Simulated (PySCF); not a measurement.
# MgCl: script and output

File input.py (PySCF 2.14):

```python
from pyscf import gto, scf

mol = gto.M(
    atom='Mg 0 0 0; Cl 0 0 2.162',
    basis='sbkjc',
    ecp={'Mg': 'sbkjc', 'Cl': 'sbkjc'},
    charge=0,
    spin=1,
    verbose=4,
)
mf = scf.UHF(mol)
mf.kernel()
mf.stability(internal=True, external=True)
mf.dip_moment()
print('orbital energies (hartree):', [e[max(0, n-3):n+3].round(4) for e, n in zip(mf.mo_energy, mol.nelec)])
```

```bash
$ python input.py
```

It prints (some set-up lines and the per-cycle HOMO/LUMO lines with their warnings removed):

```
PySCF version 2.14.0

[INPUT] Symbol           X                Y                Z      unit          X                Y                Z       unit  Magmom
[INPUT]  1 Mg     0.000000000000   0.000000000000   0.000000000000 AA    0.000000000000   0.000000000000   0.000000000000 Bohr   0.0
[INPUT]  2 Cl     0.000000000000   0.000000000000   2.162000000000 AA    0.000000000000   0.000000000000   4.085587881310 Bohr   0.0

nuclear repulsion = 3.42667944166513
number of shells = 8
number of NR pGTOs = 32
number of NR cGTOs = 16
basis = sbkjc
ecp = {'Mg': 'sbkjc', 'Cl': 'sbkjc'}

******** <class 'pyscf.scf.uhf.UHF'> ********
method = UHF
initial guess = minao
damping factor = 0
level_shift factor = 0
DIIS = <class 'pyscf.scf.diis.CDIIS'>
SCF conv_tol = 1e-09
SCF max_cycles = 50
number electrons alpha = 5  beta = 4
init E= -14.7980805894579

cycle= 1 E= -15.4778407763778  delta_E= -0.68  |g|= 0.106  |ddm|= 1.87
cycle= 2 E= -15.5042863558977  delta_E= -0.0264  |g|= 0.0531  |ddm|= 0.315
cycle= 3 E= -15.5110929116859  delta_E= -0.00681  |g|= 0.0252  |ddm|= 0.169
cycle= 4 E= -15.5136535693162  delta_E= -0.00256  |g|= 0.00901  |ddm|= 0.145
cycle= 5 E= -15.5139208258165  delta_E= -0.000267  |g|= 0.00319  |ddm|= 0.0465
cycle= 6 E= -15.5139476609965  delta_E= -2.68e-05  |g|= 0.000743  |ddm|= 0.0156
cycle= 7 E= -15.5139488782882  delta_E= -1.22e-06  |g|= 0.000218  |ddm|= 0.00366
cycle= 8 E= -15.513949002462  delta_E= -1.24e-07  |g|= 4.88e-05  |ddm|= 0.000891
cycle= 9 E= -15.513949007701  delta_E= -5.24e-09  |g|= 1e-05  |ddm|= 0.000205
cycle= 10 E= -15.5139490079485  delta_E= -2.48e-10  |g|= 2.04e-06  |ddm|= 6.66e-05
Extra cycle  E= -15.5139490079552  delta_E= -6.71e-12  |g|= 8.21e-07  |ddm|= 4.23e-06
converged SCF energy = -15.5139490079552  <S^2> = 0.75123786  2S+1 = 2.0012375
uhf_internal: lowest eigs of H = [0.24950334 0.24950821 0.40750114]
<class 'pyscf.scf.uhf.UHF'> wavefunction is stable in the internal stability analysis
uhf_real2complex: lowest eigs of H = [0.13094532 0.13094679 0.20812431]
<class 'pyscf.scf.uhf.UHF'> wavefunction is stable in the real -> complex stability analysis
uhf_external: lowest eigs of H = [9.37659854e-07 1.30648595e-01 1.30657798e-01]
<class 'pyscf.scf.uhf.UHF'> wavefunction is stable in the UHF/UKS -> GHF/GKS stability analysis
Dipole moment(X, Y, Z, Debye):  0.00000, -0.00000, -4.12303
orbital energies (hartree): [array([-0.4313, -0.4313, -0.2963,  0.0184,  0.0184,  0.065 ]), array([-0.4617, -0.431 , -0.431 , -0.0113,  0.0441,  0.0441])]
```

In short: E(SCF) = -15.513949 Eh, 10 cycles, ⟨S²⟩ = 0.751, μz(SCF) = -4.12 D, internal stable; real -> complex stable; UHF/UKS -> GHF/GKS stable.

Wall time 0.79 s on one thread of a shared host.

The bond length is a typed value, not an optimised one. No search for the lowest solution was made.
